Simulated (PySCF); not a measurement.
# SiF2 (SMILES F[Si]F) at 6 levels

We compute a comparison of 6 runs (B2PLYP/STO-3G, B3LYP/STO-3G, M06-2X/STO-3G, PBE/STO-3G, PBE0/STO-3G, UMP2/STO-3G) of SiF2. The job is set up through a Python script.

Program for the calculation: PySCF 2.14.0.

2 further runs of the same task are left out: 2 set aside as unsound or not needed.

### Step 1. The structure to begin with

SiF2: 3 atoms, total charge 0, spin state singlet. SMILES: `F[Si]F`. One bond was lengthened or shortened from a relaxed shape.

Bond lengths: Si1–F2 1.617 Å, Si1–F3 1.939 Å. Angles: F2–Si1–F3 92.6°.

### Step 2. A single-point energy at B2PLYP/STO-3G (run 1)

job.py reads:

```python
from pyscf import gto, dft, mp

mol = gto.M(
    atom='''
Si       0.239068      -0.014219      -0.966595
F        1.400778      -0.023879       0.158775
F       -1.170150       0.025020       0.364240
''',
    max_memory=1860,
    charge=0,
    basis='sto-3g',
    verbose=3,
)

ks = dft.RKS(mol)
ks.xc = '0.53*HF + 0.47*B88, 0.73*LYP'
ks.grids.level = 5
ks.conv_tol = 1e-10
ks.kernel()
if not ks.converged:
    ks = ks.newton().run(ks.mo_coeff, ks.mo_occ)

pt = mp.MP2(ks, frozen=7).run()
etot = ks.e_tot + 0.27 * pt.e_corr
print('PT2 part  %.8f' % (0.27 * pt.e_corr))
print('E(%s) = %.9f' % ('B2PLYP', etot))
```

On the command line:

```
OMP_NUM_THREADS=1 python job.py
```

Output:

```text
converged SCF energy = -482.500333393925
E(RMP2) = -482.638856017289  E_corr = -0.138522623363842
E(SCS-RMP2) = -482.640045940958  E_corr = -0.139712547032907
PT2 part  -0.03740111
E(B2PLYP) = -482.537734502
```

It took 2.1 s on 1 thread of Arm Neoverse V2, shared host; peak memory 0.2 GiB.

### Step 3. A single-point energy at B3LYP/STO-3G (run 2)

calc.py reads:

```python
from pyscf import gto, dft

mol = gto.M(
    atom=[
    ('Si', (0.239068, -0.014219, -0.966595)),
    ('F', (1.400778, -0.023879, 0.158775)),
    ('F', (-1.170150, 0.025020, 0.364240)),
],
    max_memory=1860,
    spin=0,
    basis='sto-3g',
    verbose=3,
    charge=0,
)

mf = dft.RKS(mol)
mf.xc = 'b3lyp'
mf.conv_tol = 1e-10
mf.grids.level = 5
mf.kernel()
if not mf.converged:
    mf = mf.newton().run(mf.mo_coeff, mf.mo_occ)

e_final = mf.e_tot
print('E = %.10f Eh' % e_final)
```

On the command line:

```
OMP_NUM_THREADS=1 python calc.py
```

Output:

```text
converged SCF energy = -482.87902663448
E = -482.8790266345 Eh
```

Wall time 2.2 s (1 thread of Arm Neoverse V2, shared host); peak memory 0.2 GiB.

Run 3 isn't shown in full; the table further down has it.

### Step 4. The energy at PBE/STO-3G (run 4)

run.py reads:

```python
from pyscf import gto, dft

mol = gto.Mole()
mol.atom = '''
Si       0.239068      -0.014219      -0.966595
F        1.400778      -0.023879       0.158775
F       -1.170150       0.025020       0.364240
'''
mol.verbose = 3
mol.basis = 'sto-3g'
mol.max_memory = 1860
mol.charge = 0
mol.build()

mf = dft.RKS(mol)
mf.xc = 'pbe'
mf.conv_tol = 1e-10
mf.grids.level = 5
mf.kernel()
if not mf.converged:
    mf = mf.newton().run(mf.mo_coeff, mf.mo_occ)

energy = mf.e_tot
print('E(%s) = %.9f' % ('PBE', energy))
```

On the command line:

```
OMP_NUM_THREADS=1 python run.py
```

Output:

```text
converged SCF energy = -482.553911127107
E(PBE) = -482.553911127
```

It took 2.1 s on 1 thread of Arm Neoverse V2, shared host; peak memory 0.19 GiB.

Run 5 isn't shown in full; the table further down has it.

### Step 5. A single-point energy at UMP2/STO-3G (run 6)

run.py reads:

```python
from pyscf import gto, mp

mol = gto.M(
    atom='''
Si     0.451773    -0.026870    -1.826600
F      2.647087    -0.045125     0.300041
F     -2.211263     0.047281     0.688314
''',
    max_memory=1860,
    unit='bohr',
    basis='sto-3g',
    verbose=3,
)

hf = mol.UHF()
hf.conv_tol = 1e-10
hf.kernel()
if not hf.converged:
    hf = hf.newton().run(hf.mo_coeff, hf.mo_occ)
for _ in range(3):
    mo, _, stable, _ = hf.stability(return_status=True)
    if stable:
        break
    hf.kernel(hf.make_rdm1(mo, hf.mo_occ))

pt = mp.MP2(hf, frozen=7).run()
energy = pt.e_tot
print('E = %.10f Eh' % energy)
```

On the command line:

```
OMP_NUM_THREADS=1 python run.py
```

Output:

```text
converged SCF energy = -481.632719353906  <S^2> = 7.7234219e-11  2S+1 = 1
<class 'pyscf.scf.uhf.UHF'> wavefunction is stable in the internal stability analysis
E(UMP2) = -481.711256814595  E_corr = -0.0785374606893024
E(SCS-UMP2) = -481.714932064314  E_corr = -0.0822127104081675
E = -481.7112568146 Eh
```

Wall time 0.6 s (1 thread of Arm Neoverse V2, shared host); peak memory 0.12 GiB.

### Step 6. Overview of the runs

| run | level | frozen core orbitals | integration grid | energy (Eh) | dipole moment (D) of the reference | HOMO energy (eV) | LUMO energy (eV) | wall time |
| --- | --- | --- | --- | --- | --- | --- | --- | --- |
| 1 | B2PLYP/STO-3G | 7 | 5 | -482.537735 | 1.67 | -4.81 | 3.46 | 2.1 s |
| 2 | B3LYP/STO-3G | – | 5 | -482.879027 | 1.27 | -3.05 | 2.02 | 2.2 s |
| 3 | M06-2X/STO-3G | – | 5 | -482.896317 | 1.53 | -4.88 | 3.04 | 3 s |
| 4 | PBE/STO-3G | – | 5 | -482.553911 | 0.98 | -1.42 | 1.50 | 2.1 s |
| 5 | PBE0/STO-3G | – | 5 | -482.613262 | 1.32 | -3.40 | 2.15 | 2 s |
| 6 | UMP2/STO-3G | 7 | – | -481.711257 | 2.10 | -6.93 | 5.83 | 0.6 s |

### Step 7. Results

| quantity | value |
| --- | --- |
| run 6: total energy | -481.71126 Eh |
| run 6: dipole moment (Hartree–Fock density) | 2.10 D |
| run 6: HOMO energy (Hartree–Fock orbitals) | -6.93 eV |
| run 6: LUMO energy (Hartree–Fock orbitals) | 5.83 eV |
| run 6: HOMO–LUMO gap (Hartree–Fock orbitals) | 12.76 eV |
| run 6: correlation energy (7 core orbitals frozen) | -78.5 mEh |

What this shows: Over runs 1, 2, 3, 4, 5 the dipole moment (its size) runs from 0.98 D (PBE/STO-3G) to 1.67 D (B2PLYP/STO-3G). A double hybrid's value is that of its SCF part. Over runs 1, 2, 3, 4, 5 the HOMO–LUMO gap runs from 2.92 eV (PBE/STO-3G) to 8.27 eV (B2PLYP/STO-3G). Totals of different functionals can't be ranked against each other. In runs 1, 2, 3, 4, 5, 6 the basis is minimal, so the values are rough. All runs together took 12 s, the longest 3 s.
